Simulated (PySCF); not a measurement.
# A diatomic session: MgF+

An exercise on one series of results from a longer session: the logs are not shown, and one member is left open.

The runs use PySCF 2.14.0; Mg aug-pcseg-1, F aug-pcseg-1, no relativity.

Set-up of the first run:

A driver script around PySCF takes these settings:

```json
{
  "atoms": "Mg, F",
  "charge": "1",
  "basis": "Mg aug-pcseg-1, F aug-pcseg-1",
  "Hamiltonian": "no relativity",
  "basis functions": "37",
  "electrons treated": "20",
  "masses in u": "23.9850, 18.9984",
  "levels": "PBE0, PBE, r²SCAN, M06-L, B97-3, PBEsol, HSE06, HF, MP2, SCS-MP2, CCSD, CCSD(T)",
  "grid": "80 radial by 434 angular points",
  "occupations": "held fixed by the projection of orbital angular momentum",
  "dissociation limit": "Mg+ + F, each in its ground configuration",
  "starting distance in angstrom": "2.070",
  "values of 2S to try": "0, 2"
}
```

Started as:

```console
OMP_NUM_THREADS=1 python dia.py task.json out
```

Among the steps run: Set-up; PBE0 along the bond; Higher solutions at PBE0; PBE (GGA); r²SCAN (meta-GGA); M06-L; B97-3; PBEsol (GGA); HSE06 (range-separated hybrid); RHF (mean field); MP2 and coupled cluster.

One of the session's tables, all rows but one given; the rest of the session is left out.

It belongs to the step «The curves together». Energy (eV) from each level's lowest point:

```
R (Å)    RHF  RHF-MP2  RHF-SCS-MP2  RHF-CCSD  RHF-CCSD(T)
1.478  1.092    1.303        1.291       n/a          n/a
1.546  0.453    0.603        0.594     0.571        0.586
1.615  0.117    0.207        0.201     0.188        0.197
1.667  0.012    0.056        0.053     0.046        0.051
1.718  0.000    0.000        0.000     0.000        0.000
1.770  0.061    0.017        0.020     0.027        0.022
1.838  0.225    0.125        0.131     0.147        0.135
1.924      ?        ?            ?         ?            ?
2.027  0.963    0.714        0.726     0.768        0.734
2.165  1.614    1.263        1.279       n/a          n/a
```

**Question.** Estimate the row for R (Å) = 1.924.

Worked estimate for «RHF». A straight line through the neighbours (1.838, 0.225) and (2.027, 0.963) gives 0.225 + (0.963 − 0.225) × (1.924 − 1.838) / (2.027 − 1.838) = 0.561; a parabola fitted to 4 rows on both sides gives 0.536.

As computed: RHF: 0.523; RHF-MP2: 0.354; RHF-SCS-MP2: 0.363; RHF-CCSD: 0.391; RHF-CCSD(T): 0.369. In «RHF» the line misses by +0.038 and the parabola by +0.013.
